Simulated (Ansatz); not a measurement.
Basis-set extrapolation for C₂H₆OS₂ (`CC(O)(S)S`) (PBE0-D4/def2-TZVP geometry, frozen core, Ansatz 0.2.0). Multiplicity 1, RHF reference.

```csv
,def2-TZVPP,def2-QZVPP
HF,-949.227265,-949.257099
MP2 correlation,-0.948174,-1.022222
CCSD(T) correlation,-1.042057,not run
```

Energies in hartree. Use E(X) = E(∞) + A·exp(−7.88·√X) for Hartree–Fock and E(X) = E(∞) + B·X^(−2.97) for correlation, with X = 3 and 4, and add CCSD(T) minus MP2 of the smaller set to the MP2 limit.

**Question.** What is the CCSD(T) energy at the basis-set limit?

**Answer.** HF limit: -949.257099 + (-0.029834) × 0.13774 = -949.26121. MP2 limit: -1.022222 + (-0.074048) × 0.74074 = -1.07707. Higher-order term: -1.042057 − (-0.948174) = -0.09388. Total: -950.43216 hartree, 427.5 kJ/mol below CCSD(T)/def2-TZVPP.
